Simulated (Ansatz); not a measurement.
## Ansatz (development build ahead of 0.2.0) run

```yaml
crystal:
  periodic: [false, false, false]
  atoms:
    - { symbol: H, position_ang: [0.0, 0.18668, -1.17441] }
    - { symbol: B, position_ang: [0.0, -0.37336, 0.0] }
    - { symbol: H, position_ang: [0.0, 0.18668, 1.17441] }
basis:
  gaussian: { orbitals: def2-SVP }
magnetization:
  initial_magnetization: 1
hamiltonian:
  xc: hf
correlation:
  method: ccsd_t
  frozen_orbitals: { B: 1, H: 0 }
scf:
  omitted_lower_state_checks: [starts, atomic_configurations, cluster_reference, orbital_swaps, given_window_search, neighbouring_geometries, increment]
```

The input is written out in the form of the current development build from the run's settings. Correlation on restricted open-shell orbitals is semicanonical, with singles.

Results

```
Converged          : yes
Reference energy   : -25.72060 hartree
Correlation energy : -0.08957 hartree
Total energy       : -25.81017 hartree
Stability test     : minimum among restricted orbitals
```
